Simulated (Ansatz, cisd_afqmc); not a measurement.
System: NO, charge 1, singlet. NO+ (parent SMILES [N]=O, singlet).
B3LYP-D3(BJ)/def2-TZVP minimum from Ansatz (a first-principles code):
```
N
O 1 1.0564
```
Charge +1, spin multiplicity 1.

Total energies in cc-pVTZ, 10 correlated electrons, 2 frozen orbitals. UHF or UKS for unpaired electrons; spin-orbit terms are left out. Cores are frozen in correlated methods. No relativity. The Monte Carlo rows (phaseless AFQMC, CISD trial, step 0.005/hartree) carry one-sigma bars that omit the constraint's bias. Outlying blocks are dropped, and bars are widened where a walk drifts. Over all cases where full CI ran beside it in this data, AFQMC minus full CI had a median of +0.1 mEh and passed +0.4 mEh in a tenth of the cases.

```
method         program         energy (Eh)  minus CCSDT(Q) (mEh)
----------  ----------  ------------------  --------------------
HF              Ansatz          -128.96674                418.22
MP2             Ansatz          -129.37008                 14.88
CCSD            Ansatz          -129.36393                 21.03
CCSD(T)         Ansatz          -129.38331                  1.65
CCSDT(Q)        Ansatz          -129.38496                  0.00
AFQMC/CISD  cisd_afqmc  -129.3834 ± 0.0004             1.6 ± 0.4
```

Rough core times of Ansatz's runs on a shared machine: CCSD(T) under 20 s, CCSDT(Q) 20 s.
